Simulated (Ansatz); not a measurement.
Wavefunction ladder for `CCOC(F)F`

Z-matrix (Å, degrees):
```
C
C 1 1.505
H 1 1.092 2 109.9
H 1 1.091 2 110.8 3 -120.0
H 1 1.091 2 110.6 3 119.7
O 2 1.426 1 108.1 3 -179.8
H 2 1.095 1 111.1 3 -59.7
H 2 1.098 1 111.0 3 60.6
C 6 1.348 2 114.2 1 -173.8
F 9 1.338 6 107.7 2 171.3
F 9 1.361 6 111.2 2 -71.4
H 9 1.099 6 113.7 2 49.7
```

The species carries charge 0 and has multiplicity 1. Geometry: relaxed with PBE0-D4/def2-TZVP. It is one conformer, not always the lowest. Frozen core, restricted reference, Ansatz 0.2.0. CBS rows extrapolate triple and quadruple zeta; past MP2 they add the triple-zeta difference.

| basis | HF (Eh) | MP2 corr. |
| --- | --- | --- |
| def2-SVP | -390.53761 | -0.96628 |
| def2-TZVPP | -391.01018 | -1.24219 |
| def2-QZVPP | -391.02772 | -1.34262 |

Estimate the CCSD correlation energy and the (T) correction in each basis where they were run (hartree).


```
     basis  CCSD corr.       (T)
  def2-SVP    -1.01160  -0.02341
def2-TZVPP    -1.27371  -0.04409
 CBS(def2)    -1.44853     as TZ
```
